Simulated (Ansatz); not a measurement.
This script drives the Ansatz DFT code, driven from Python.

Script `composite.py`:
```python
"""Relax AlH4PSi cheaply, then refine its energy."""

import itertools

import ansatz as az
from ase import Atoms
from ase.data import atomic_numbers, covalent_radii
import numpy as np

BASIS = "def2-SVP"
XC = "b3lyp"

atoms = Atoms(["Al", "Si", "P", "H", "H", "H", "H"], positions=[
    (-1.1652, -0.5999, -0.5214),
    (0.3571, 0.8982, 0.464),
    (0.6089, -1.2453, 0.738),
    (-2.4041, -0.8398, -1.4665),
    (1.3313, 1.5109, -0.4713),
    (-0.1536, 1.6289, 1.6429),
    (1.4869, -1.4209, -0.4314),
])
mol = az.Crystal.molecule_from_ase(atoms)

base = mol.calculation().basis(gaussian=BASIS).functional(XC)
symbols = [site.symbol for site in mol.cartesian_sites]
start = np.array([site.position_ang for site in mol.cartesian_sites], dtype=float)
r = base.relax(force_tolerance=0.01).run().report
end = np.array(r["positions_ang"])
# pairs closer than 1.2 times the sum of covalent radii, before or after
radius = [covalent_radii[atomic_numbers[s]] for s in symbols]
span = lambda where, i, j: np.linalg.norm(where[i] - where[j])
bonded = [(i, j) for i, j in itertools.combinations(range(len(symbols)), 2) if min(span(start, i, j), span(end, i, j)) < 1.2 * (radius[i] + radius[j])]
print("pair        before    after (A)")
for i, j in bonded:
    print(f"{symbols[i]}{i}-{symbols[j]}{j}".ljust(10), f"{span(start, i, j):8.4f} {span(end, i, j):8.4f}")

minimum = az.Crystal.molecule()
for symbol, place in zip(symbols, end):
    minimum = minimum.atom(symbol, place.tolist())
at_minimum = minimum.calculation()
# MP2 extrapolated to the basis limit, plus the small-basis difference CCSD(T) - MP2
level = lambda method, basis: at_minimum.basis(gaussian=basis).correlation(method).run().report
small, large, cluster = level("mp2", "cc-pVDZ"), level("mp2", "cc-pVTZ"), level("ccsd_t", "cc-pVDZ")
corr = lambda each: (each["free_energy_ev"] - each["reference_energy_ev"]) / 27.211386246
mp2_limit = (27 * corr(large) - 8 * corr(small)) / 19
pieces = {"HF / cc-pVTZ": large["reference_energy_ev"] / 27.211386246, "MP2 correlation, DZ-TZ limit": mp2_limit, "CCSD(T) - MP2 / cc-pVDZ": corr(cluster) - corr(small)}
for name, value in pieces.items():
    print(f"{name:32s} {value:14.6f} Ha")
print(f"{'sum':32s} {sum(pieces.values()):14.6f} Ha")
print("T1 diagnostic", round(cluster["correlation"]["coupled_cluster"]["t1_diagnostic"], 4))
```

It is started by `python composite.py`. How long does it take on 1 thread of Arm Neoverse V1, on a shared host, and how much memory does it need?

It took about 38 s, with a peak of 0.35 GiB, for 4 runs of the engine.

```console
$ python composite.py
pair        before    after (A)
Al0-Si1      2.3522   2.3526
Al0-P2       2.2694   2.3380
Al0-H3       1.5766   1.5783
Si1-P2       2.1756   2.3680
Si1-H4       1.4830   1.4921
Si1-H5       1.4780   1.4916
P2-H6        1.4728   1.4459
HF / cc-pVTZ                        -873.919109 Ha
MP2 correlation, DZ-TZ limit          -0.380084 Ha
CCSD(T) - MP2 / cc-pVDZ               -0.060599 Ha
sum                                 -874.359792 Ha
T1 diagnostic 0.016
```

Caveats:
- Total energies depend on the basis set; only differences at equal settings carry meaning.
- The sum leaves out core correlation, relativity, the Hartree-Fock basis error and zero-point energy; a DZ-TZ extrapolation is rough.
- b3lyp holds the VWN-RPA fit, as in Gaussian; the form of ORCA and Turbomole is b3lyp5.
- Inner cores stay frozen, so this is valence correlation.
- For Al to Cl the sets with a tight d function, cc-pV(X+d)Z, are usual.
- An extrapolation from small basis sets is rough.
